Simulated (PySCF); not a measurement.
# [HO2]− (hydroperoxide(1-)): B2PLYP/def2-TZVPPD

Aim: the vertical ionisation energy of [HO2]− (hydroperoxide(1-)) at B2PLYP/def2-TZVPPD, from 2 runs. The job is set up through a Python script.

The results are computed with PySCF 2.14.0.

4 further runs of the same task are left out: 4 set aside as unsound or not needed.

## 1. The system as given

The species is [HO2]− (3 atoms), meant as a singlet with charge -1. As SMILES, `[O-]O`. The coordinates come from a GFN2-xTB relaxation.

Bond lengths: O1–O2 1.458 Å, O2–H3 0.963 Å. Angles: O1–O2–H3 100.3°.

## 2. A single-point energy at B2PLYP/def2-TZVPPD

Contents of job.py:

```python
from pyscf import gto, dft, mp

mol = gto.M(
    atom=[
    ('O', (-0.355040, 1.013280, -0.080710)),
    ('O', (-0.244450, -0.436620, -0.180910)),
    ('H', (0.599490, -0.576670, 0.261620)),
],
    spin=0,
    verbose=3,
    basis='def2-tzvppd',
    charge=-1,
    max_memory=1860,
)

myscf = dft.RKS(mol)
myscf.xc = '0.53*HF + 0.47*B88, 0.73*LYP'
myscf.conv_tol = 1e-10
myscf.grids.level = 5
myscf.kernel()
if not myscf.converged:
    myscf = myscf.newton().run(myscf.mo_coeff, myscf.mo_occ)

pt = mp.MP2(myscf, frozen=2).run()
e_final = myscf.e_tot + 0.27 * pt.e_corr
print('PT2 part  %.8f' % (0.27 * pt.e_corr))
print('E = %.10f Eh' % e_final)
```

Started as:

```console
$ OMP_NUM_THREADS=1 python job.py
```

Standard output:

```text
converged SCF energy = -150.747392951231
E(RMP2) = -151.369710528647  E_corr = -0.622317577416385
E(SCS-RMP2) = -151.354776682422  E_corr = -0.607383731191538
PT2 part  -0.16802575
E = -150.9154186971 Eh
```

It took 6.3 s on 1 thread of Intel Xeon 6975P-C (Granite Rapids), shared host; peak memory 0.46 GiB.

## 3. Doublet neutral HO2 at the same level

Contents of job.py:

```python
from pyscf import gto, dft, mp

system = gto.M(
    atom=[
    ('O', (-0.355040, 1.013280, -0.080710)),
    ('O', (-0.244450, -0.436620, -0.180910)),
    ('H', (0.599490, -0.576670, 0.261620)),
],
    verbose=4,
    spin=1,
    max_memory=1860,
    basis='def2-tzvppd',
    charge=0,
)

calc0 = dft.UKS(system)
calc0.xc = '0.53*HF + 0.47*B88, 0.73*LYP'
calc0.conv_tol = 1e-10
calc0.grids.level = 5
calc0.kernel()
if not calc0.converged:
    calc0 = calc0.newton().run(calc0.mo_coeff, calc0.mo_occ)

pt = mp.MP2(calc0, frozen=2).run()
energy = calc0.e_tot + 0.27 * pt.e_corr
print('PT2 part  %.8f' % (0.27 * pt.e_corr))
print(f'total energy: {energy:.8f} hartree')
```

Started as:

```console
$ OMP_NUM_THREADS=1 python job.py
```

Standard output:

```text
PySCF version 2.14.0

[INPUT] num. atoms = 3
[INPUT] num. electrons = 17
[INPUT] charge = 0
[INPUT] spin (= nelec alpha-beta = 2S) = 1
[INPUT] symmetry False subgroup None
[INPUT] Mole.unit = angstrom
[INPUT] Symbol           X                Y                Z      unit          X                Y                Z       unit  Magmom
[INPUT]  1 O     -0.355040000000   1.013280000000  -0.080710000000 AA   -0.670928363266   1.914821687499  -0.152519795514 Bohr   0.0
[INPUT]  2 O     -0.244450000000  -0.436620000000  -0.180910000000 AA   -0.461943551150  -0.825092220508  -0.341870353195 Bohr   0.0
[INPUT]  3 H      0.599490000000  -0.576670000000   0.261620000000 AA    1.132871914416  -1.089748364253   0.494390148709 Bohr   0.0

nuclear repulsion = 29.8758653567983
number of shells = 35
number of NR pGTOs = 129
number of NR cGTOs = 97
basis = def2-tzvppd
ecp = {}

******** <class 'pyscf.dft.uks.UKS'> ********
method = UKS
initial guess = minao
damping factor = 0
level_shift factor = 0
DIIS = <class 'pyscf.scf.diis.CDIIS'>
diis_start_cycle = 1
diis_space = 8
diis_damp = 0
SCF conv_tol = 1e-10
SCF conv_tol_grad = None
SCF max_cycles = 50
direct_scf = True
direct_scf_tol = 1e-13
number electrons alpha = 9  beta = 8
XC library pyscf.dft.libxc version 7.0.0
    S. Lehtola, C. Steigemann, M. J.T. Oliveira, and M. A.L. Marques.,  SoftwareX 7, 1–5 (2018)
XC functionals = 0.53*HF + 0.47*B88, 0.73*LYP
    A. D. Becke.,  Phys. Rev. A 38, 3098 (1988)
    C. Lee, W. Yang, and R. G. Parr.,  Phys. Rev. B 37, 785 (1988)
    B. Miehlich, A. Savin, H. Stoll, and H. Preuss.,  Chem. Phys. Lett. 157, 200 (1989)
radial grids:
    Treutler-Ahlrichs [JCP 102, 346 (1995); DOI:10.1063/1.469408] (M4) radial grids

becke partition: Becke, JCP 88, 2547 (1988); DOI:10.1063/1.454033
pruning grids: <function nwchem_prune>
grids dens level: 5
symmetrized grids: False
atomic radii adjust function: <function treutler_atomic_radii_adjust>
small_rho_cutoff = 0
Set gradient conv threshold to 1e-05
tot grids = 109496
init E= -150.557724268212
[... the frontier-level lines of each cycle are left out ...]


cycle= 1 E= -150.678950661086  delta_E= -0.121  |g|= 0.249  |ddm|= 0.89
cycle= 2 E= -150.683732686337  delta_E= -0.00478  |g|= 0.298  |ddm|= 0.267
cycle= 3 E= -150.71302755768  delta_E= -0.0293  |g|= 0.0787  |ddm|= 0.145
cycle= 4 E= -150.716736403148  delta_E= -0.00371  |g|= 0.036  |ddm|= 0.0521
cycle= 5 E= -150.718306549458  delta_E= -0.00157  |g|= 0.0165  |ddm|= 0.0386
cycle= 6 E= -150.718992500952  delta_E= -0.000686  |g|= 0.0106  |ddm|= 0.0275
cycle= 7 E= -150.71938247052  delta_E= -0.00039  |g|= 0.00352  |ddm|= 0.0308
cycle= 8 E= -150.719423608882  delta_E= -4.11e-05  |g|= 0.00164  |ddm|= 0.0102
cycle= 9 E= -150.719432070201  delta_E= -8.46e-06  |g|= 0.00102  |ddm|= 0.00367
cycle= 10 E= -150.719436549019  delta_E= -4.48e-06  |g|= 0.00047  |ddm|= 0.00363
cycle= 11 E= -150.719437428631  delta_E= -8.8e-07  |g|= 0.000162  |ddm|= 0.00197
cycle= 12 E= -150.719437474608  delta_E= -4.6e-08  |g|= 0.000119  |ddm|= 0.000459
cycle= 13 E= -150.719437486573  delta_E= -1.2e-08  |g|= 3.99e-05  |ddm|= 0.000171
cycle= 14 E= -150.719437488718  delta_E= -2.15e-09  |g|= 1.78e-05  |ddm|= 7.48e-05
cycle= 15 E= -150.719437489403  delta_E= -6.84e-10  |g|= 8.74e-06  |ddm|= 4.21e-05
cycle= 16 E= -150.719437489556  delta_E= -1.53e-10  |g|= 4.85e-06  |ddm|= 1.9e-05
cycle= 17 E= -150.719437489612  delta_E= -5.61e-11  |g|= 2.22e-06  |ddm|= 1.23e-05
Extra cycle  E= -150.719437489621  delta_E= -8.58e-12  |g|= 1.53e-06  |ddm|= 3.38e-06
converged SCF energy = -150.719437489621  <S^2> = 0.75973138  2S+1 = 2.0097078

******** <class 'pyscf.mp.ump2.UMP2'> ********
nocc = (np.int64(7), np.int64(6)), nmo = (95, 95)
frozen orbitals 2
E(UMP2) = -151.281179711849  E_corr = -0.561742222228286
E(SCS-UMP2) = -151.268544183725  E_corr = -0.54910669410449
E_corr(same-spin) = -0.144212276041677
E_corr(oppo-spin) = -0.417529946186609
PT2 part  -0.15167040
total energy: -150.87110789 hartree
```

Wall time 12 s (1 thread of Intel Xeon 6975P-C (Granite Rapids), shared host); peak memory 0.48 GiB.

## 4. Results

At B2PLYP/def2-TZVPPD, 2 core orbitals frozen:

| quantity | value |
| --- | --- |
| singlet [HO2]−: total energy | -150.91542 Eh |
| singlet [HO2]−: HOMO energy (SCF part's orbitals) | -0.16 eV |
| singlet [HO2]−: LUMO energy (SCF part's orbitals) | 5.41 eV |
| singlet [HO2]−: HOMO–LUMO gap (to an unbound level, set by the basis) | 5.57 eV |
| doublet neutral HO2: total energy | -150.87111 Eh |
| doublet neutral HO2: dipole moment (SCF part) | 1.89 D |
| doublet neutral HO2: HOMO energy (SCF part's orbitals) (highest over α and β) | -10.88 eV |
| doublet neutral HO2: LUMO energy (SCF part's orbitals) (lowest over α and β) | -1.60 eV |
| doublet neutral HO2: ⟨S²⟩ | 0.760 |
| vertical detachment energy (to the doublet neutral) | 1.206 eV |

What this shows: The vertical ionisation energy comes to 1.21 eV (28 kcal/mol). −ε(HOMO) before ionisation, 0.16 eV, is 1.05 eV below this ionisation energy.
